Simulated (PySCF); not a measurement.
Where CCSD(T) holds and where it slips

Each species is computed at the geometry given (Å), with frozen cores, in PySCF 2.14.0: RHF-CCSD(T) for singlets, UHF-CCSD(T) otherwise, and full CI in the same basis. The script picks the determinant by a search with trial CCSD, so it needn't be the lowest Hartree–Fock solution. States: CH2⁺ doublet A1, BN triplet Π, BN⁺ quartet Σ⁻ or Δ, PH3 singlet A'. Cases whose determinant has another symmetry than full CI's state, or lies over 0.5 eV above the lowest of its kind, whose (Q) step broke down or whose higher cluster runs on it stay over 0.1 eV above full CI weren't drawn.

Judging by size, spin and bonding and the diagnostics given, rank them by the size of CCSD(T)'s error in total energy against full CI in the same basis, smallest first (an estimate).
A. CH2⁺, doublet, cc-pVDZ: C 0.000 -0.101 0.000; H 0.000 0.602 -0.862; H 0.000 0.602 0.862. T1 0.008, (T) -39 meV in a correlation energy of -2.70 eV
B. PH3, singlet, 6-31G: P 0.000 0.000 0.067; H 0.000 1.201 -0.681; H 1.040 -0.600 -0.681; H -1.040 -0.600 -0.681. T1 0.006, (T) -21 meV in a correlation energy of -2.32 eV
C. BN, triplet, 6-31G: B 0.000 0.000 0.000; N 0.000 0.000 1.262. T1 0.041, (T) -126 meV in a correlation energy of -3.81 eV
D. BN⁺, quartet, 6-31G: B 0.000 0.000 0.000; N 0.000 0.000 1.315. T1 0.033, (T) -74 meV in a correlation energy of -2.55 eV

B (7.1 meV), A (12.0 meV), D (26.9 meV), C (47.7 meV).

| species | basis | correlated electrons | CCSD(T) − full CI (meV) | CCSDT(Q) − full CI (meV) | unpaired electrons (full CI) | T1 | ⟨S²⟩ of the determinant |
| --- | --- | --- | --- | --- | --- | --- | --- |
| PH3, singlet | 6-31G | 8 | 7.1 | 0.3 | 0.03 | 0.006 | 0.00 |
| CH2⁺, doublet | cc-pVDZ | 5 | 12.0 | – | 1.02 | 0.008 | 0.75 |
| BN⁺, quartet | 6-31G | 7 | 26.9 | – | 3.02 | 0.033 | 3.75 |
| BN, triplet | 6-31G | 8 | 47.7 | – | 2.07 | 0.041 | 2.05 |

Unpaired electrons are Σ n²(2−n)² over natural occupations; an open shell counts its own unpaired electrons too. Frozen cores follow each run's orbitals, which moves totals by a few meV. A dash: (Q) wasn't run for open shells.
